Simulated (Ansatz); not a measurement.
**One shape, several levels: P2H2 (phosphanylidenephosphane)**

We compute a comparison of 6 runs (UHF/STO-3G, SVWN5/STO-3G, UB3LYP/STO-3G, UPBE/STO-3G, RPA@PBE/STO-3G, CCSDT/STO-3G) of P2H2 (phosphanylidenephosphane). 

Program for the calculation: Ansatz 0.2.0.

34 further runs of the same task are left out: 34 set aside as unsound or not needed.

**1. The system as given**

P2H2 has 4 atoms, charge 0, and is taken as a singlet. SMILES: `P=P`. The H4–P2 distance was set to 2.105 Å, away from the relaxed value. At this shape a bond of the SMILES string is far longer than usual.

Bond lengths: P1–P2 2.016 Å, P1–H3 1.403 Å. Angles: P2–P1–H3 94.8°. A long bond or contact: P2–H4 2.105 Å.

**2. The energy at UHF/STO-3G (run 1)**

molecule.yaml reads:

```yaml
crystal:
  periodic: [false, false, false]
  atoms:
    - {symbol: P, position_ang: [0.506531, -1.035692, 0.545956]}
    - {symbol: P, position_ang: [0.555321, 0.971478, 0.369346]}
    - {symbol: H, position_ang: [1.568161, -1.099632, 1.460926]}
    - {symbol: H, position_ang: [-1.037310, 1.067660, -1.003410]}
basis:
  gaussian:
    orbitals: STO-3G
magnetization:
  spin_polarized: true
hamiltonian:
  xc: hf
accuracy: high
```

Run with:

```
$ ansatz run molecule.yaml --threads 1 --pin off --max-ram 2610MiB --events-out events.jsonl --progress --plain --runs-dir runs
```

Output:

```text
Warning: RAYON_NUM_THREADS=1 ignored (pool sized by the plan → 1); use --threads N
Functional definition: HF
  name "HF"
  exchange = exact_x
  correlation = 0
345 factors; integrals over basis functions are off by at most 5.2e-9 eV
mean field evaluation 1: about -18361.3113 eV, gradient 6.3e0 eV
mean field evaluation 2: about -18361.3307 eV, gradient 6.2e0 eV
mean field evaluation 4: about -18361.8654 eV, gradient 9.1e-1 eV
mean field evaluation 8: about -18361.8749 eV, gradient 1.2e-6 eV
mean field evaluation 16: about -18363.4456 eV, gradient 2.1e0 eV
mean field evaluation 32: about -18363.1295 eV, gradient 4.2e-4 eV
mean field evaluation 64: about -18357.8721 eV, gradient 1.1e1 eV
mean field evaluation 96: about -18361.8749 eV, gradient 2.6e-3 eV
mean field -18363.67620330 eV, -674.8526531244 hartree, gradient 2.3e-8 eV, S^2 1.395832; 7 other end points of the search recorded, 0 dependent functions left out
reference -18363.67620330 eV, -674.8526531244 hartree; 16, 16 occupied and 4, 4 virtual orbitals, 345 factors
Total energy: -18363.67620330 eV, -674.8526531244 hartree
```

It took 0.33 s on 1 thread of Arm Neoverse V2, shared host.

**3. A single-point energy at SVWN5/STO-3G (run 2)**

job.yaml reads:

```yaml
crystal:
  periodic: [false, false, false]
  atoms:
    - {symbol: P, position_ang: [0.506531, -1.035692, 0.545956]}
    - {symbol: P, position_ang: [0.555321, 0.971478, 0.369346]}
    - {symbol: H, position_ang: [1.568161, -1.099632, 1.460926]}
    - {symbol: H, position_ang: [-1.037310, 1.067660, -1.003410]}
basis:
  gaussian: {orbitals: STO-3G}
hamiltonian: {xc: {name: SVWN5}}
accuracy: high
```

Run with:

```
$ ansatz run job.yaml --threads 1 --pin off --max-ram 2610MiB --events-out events.jsonl --progress --plain --runs-dir runs
```

Output:

```text
Warning: RAYON_NUM_THREADS=1 ignored (pool sized by the plan → 1); use --threads N
Functional definition: SVWN5
  name "SVWN5"
  exchange = slater_x
  correlation = vwn5_c
345 factors; integrals over basis functions are off by at most 5.2e-9 eV
mean field evaluation 1: about -18323.8045 eV, gradient 1.6e1 eV
mean field evaluation 2: about -18315.6673 eV, gradient 3.9e1 eV
mean field evaluation 4: about -18325.0654 eV, gradient 5.6e0 eV
mean field evaluation 8: about -18325.2615 eV, gradient 7.4e-3 eV
mean field evaluation 16: about -18325.2096 eV, gradient 3.0e-6 eV
mean field -18325.20956616 eV, -673.4390302833 hartree, gradient 7.4e-8 eV, S^2 0.000000; 0 other end points of the search recorded, 0 dependent functions left out
reference -18325.20956774 eV, -673.4390303411 hartree; 16, 16 occupied and 4, 4 virtual orbitals, 345 factors
Total energy: -18325.20956774 eV, -673.4390303411 hartree
```

Run time: 0.57 s. Hardware: 1 thread of Arm Neoverse V2, shared host.

Runs 3 to 5 aren't shown in full; the table further down has their settings and results.

**4. A single-point energy at CCSDT/STO-3G (run 6)**

in.yaml reads:

```yaml
crystal:
  periodic: [false, false, false]
  atoms:
    - symbol: P
      position_ang: [0.506531, -1.035692, 0.545956]
    - symbol: P
      position_ang: [0.555321, 0.971478, 0.369346]
    - symbol: H
      position_ang: [1.568161, -1.099632, 1.460926]
    - symbol: H
      position_ang: [-1.037310, 1.067660, -1.003410]
basis:
  gaussian:
    orbitals: STO-3G
correlation:
  method: ccsdt
  frozen_orbitals: {H: 0, P: 5}
accuracy: high
scf:
  omitted_lower_state_checks: [cluster_reference, increment]
```

Run with:

```
$ ansatz run in.yaml --threads 1 --pin off --max-ram 2610MiB --events-out events.jsonl --progress --plain --runs-dir runs
```

Output:

```text
Warning: RAYON_NUM_THREADS=1 ignored (pool sized by the plan → 1); use --threads N
[... 12 lines left out ...]
10 core orbitals not correlated: weight in the atoms' cores, before any rotation towards them, 1.000 or more for the frozen orbitals, at most 0.000 for the correlated occupied ones
[... 30 lines left out ...]
WARN: these amplitudes may be one of several solutions (largest doubles amplitude 0.29, level shift 0.76 eV)
Total energy: -18366.75443610 eV, -674.9657760934 hartree
Checks for a lower state left out: cluster_reference, increment
```

It took 0.22 s on 1 thread of Arm Neoverse V2, shared host.

**5. Overview of the runs**

| run | level | frozen core orbitals | energy (Eh) | wall time |
| --- | --- | --- | --- | --- |
| 1 | UHF/STO-3G | – | -674.852653 | 0.33 s |
| 2 | SVWN5/STO-3G | – | -673.439030 | 0.57 s |
| 3 | UB3LYP/STO-3G | – | -676.032913 | 1.6 s |
| 4 | UPBE/STO-3G | – | -675.697654 | 1.4 s |
| 5 | RPA@PBE/STO-3G | 10 | -675.010374 | 1.2 s |
| 6 | CCSDT/STO-3G | 10 | -674.965776 | 0.22 s |

**6. Outcome**

| quantity | value |
| --- | --- |
| run 6: total energy | -674.96578 Eh |
| run 6: correlation energy (10 core orbitals frozen) | -179.3 mEh |
| run 6: T1 diagnostic | 0.015 |

**Reading.** Totals of different functionals can't be ranked against each other. In run 6 the log says that unrestricted orbitals would lower the reference, so the values rest on an unstable closed-shell determinant (other closed-shell runs at this shape may share the fault). In runs 1, 2, 3, 4, 5, 6 the basis is minimal, so the values are rough. Spin contamination of the reference: run 1 ⟨S²⟩ = 1.40. Where it is this large, the reference is a mixture of spin states, and values that rest on it are in doubt. All runs together took 5.4 s, the longest 1.6 s.
